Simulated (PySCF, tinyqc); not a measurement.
FCI on RHF in the sto-6g basis, frozen core, for OH-, spin multiplicity 1, step by step. The basis has no diffuse functions, so it cannot describe the extra electron: this is an exercise in the method, not the real anion. The lowest restricted solution is unstable here: a spin-polarised one lies 0.0123 hartree lower (PySCF). One step of it, computed by the program tinyqc.

Problem. Integrals over molecular orbitals. (pq|rs) = sum C_ip C_jq C_kr C_ls (ij|kl), one index at a time.

coefficients C:
```
              MO1        MO2        MO3       MO4        MO5        MO6
1O 1s    0.997026  -0.247161   0.000000  0.000000   0.033945  -0.027792
1O 2s    0.012597   1.014230   0.000000  0.000000  -0.179625   0.138458
1O 2px   0.000000   0.000000   0.984808  0.173648   0.000000   0.000000
1O 2py   0.000000   0.000000  -0.173648  0.984808   0.000000   0.000000
1O 2pz   0.000476  -0.029411   0.000000  0.000000   0.415425   0.921429
2H 1s   -0.001077   0.071667   0.000000  0.000000   0.858166  -0.550946
```

core Hamiltonian H = T + V (hartree), lower triangle:
```
             1O 1s      1O 2s     1O 2px     1O 2py     1O 2pz      2H 1s
1O 1s   -32.245543
1O 2s    -7.119983  -8.472112
1O 2px    0.000000   0.000000  -6.773849
1O 2py    0.000000   0.000000   0.000000  -6.773849
1O 2pz   -0.005313  -0.063358   0.000000   0.000000  -6.801369
2H 1s    -0.320754  -0.905563   0.000000   0.000000  -0.767019  -2.981777
```

Two-electron integrals (ij|kl) in chemists' order, unique and non-zero (hartree):
```
(11|11) 4.787491   (21|11) 0.675884   (21|21) 0.121505   (22|11) 1.117379
(22|21) 0.249212   (22|22) 0.817383   (31|31) 0.025762   (32|31) 0.039145
(32|32) 0.180664   (33|11) 1.117381   (33|21) 0.249212   (33|22) 0.817382
(33|33) 0.880663   (41|41) 0.025762   (42|41) 0.039145   (42|42) 0.180664
(43|43) 0.047461   (44|11) 1.117381   (44|21) 0.249212   (44|22) 0.817382
(44|33) 0.785741   (44|44) 0.880663   (51|51) 0.025762   (52|51) 0.039145
(52|52) 0.180664   (53|53) 0.047461   (54|54) 0.047461   (55|11) 1.117381
(55|21) 0.249212   (55|22) 0.817382   (55|33) 0.785741   (55|44) 0.785741
(55|55) 0.880663   (61|11) 0.032025   (61|21) 0.005530   (61|22) 0.011134
(61|33) 0.011112   (61|44) 0.011112   (61|51) 0.000272   (61|52) 0.000538
(61|55) 0.011177   (61|61) 0.000256   (62|11) 0.101149   (62|21) 0.022990
(62|22) 0.086637   (62|33) 0.085137   (62|44) 0.085137   (62|51) 0.001830
(62|52) 0.014939   (62|55) 0.089637   (62|61) 0.001057   (62|62) 0.013031
(63|31) 0.002219   (63|32) 0.013504   (63|53) 0.002909   (63|63) 0.001577
(64|41) 0.002219   (64|42) 0.013504   (64|54) 0.002909   (64|64) 0.001577
(65|11) 0.084703   (65|21) 0.019478   (65|22) 0.077971   (65|33) 0.074885
(65|44) 0.074885   (65|51) 0.003462   (65|52) 0.025237   (65|55) 0.084144
(65|61) 0.000925   (65|62) 0.014204   (65|65) 0.016794   (66|11) 0.313817
(66|21) 0.072518   (66|22) 0.312465   (66|33) 0.304305   (66|44) 0.304305
(66|51) 0.005220   (66|52) 0.060812   (66|55) 0.328785   (66|61) 0.003332
(66|62) 0.068279   (66|65) 0.083867   (66|66) 0.774999
```

Give: one-electron integrals over orbitals h = C^T H C; Two-electron integrals over orbitals.

Solution.

one-electron integrals over orbitals h = C^T H C (hartree), lower triangle:
```
          1        2        3        4        5        6
1  -32.2335
2    0.6378  -7.2497
3    0.0000   0.0000  -6.7738
4    0.0000   0.0000   0.0000  -6.7738
5   -0.0855   0.4133   0.0000   0.0000  -3.8705
6    0.0715  -0.3317   0.0000   0.0000  -1.6293  -5.9210
```

Two-electron integrals over orbitals (pq|rs), unique and non-zero (hartree); the lowest 1 orbital is frozen and left out:
```
(22|22) 0.7834    (32|32) 0.1697    (33|22) 0.7980    (33|33) 0.8807
(42|42) 0.1697    (43|43) 0.0475    (44|22) 0.7980    (44|33) 0.7857
(44|44) 0.8807    (52|22) -0.0584   (52|33) -0.0585   (52|44) -0.0585
(52|52) 0.0563    (53|32) -0.0194   (53|53) 0.0128    (54|42) -0.0194
(54|54) 0.0128    (55|22) 0.4237    (55|33) 0.4121    (55|44) 0.4121
(55|52) 0.0378    (55|55) 0.6142    (62|22) 0.0248    (62|33) 0.0345
(62|44) 0.0345    (62|52) 0.0689    (62|55) 0.0153    (62|62) 0.1302
(63|32) 0.0149    (63|53) 0.0178    (63|63) 0.0390    (64|42) 0.0149
(64|54) 0.0178    (64|64) 0.0390    (65|22) 0.2005    (65|33) 0.1981
(65|44) 0.1981    (65|52) -0.0549   (65|55) -0.0939   (65|62) -0.0033
(65|65) 0.1793    (66|22) 0.6956    (66|33) 0.6854    (66|44) 0.6854
(66|52) -0.0170   (66|55) 0.5071    (66|62) 0.0471    (66|65) 0.1303
(66|66) 0.7034
```
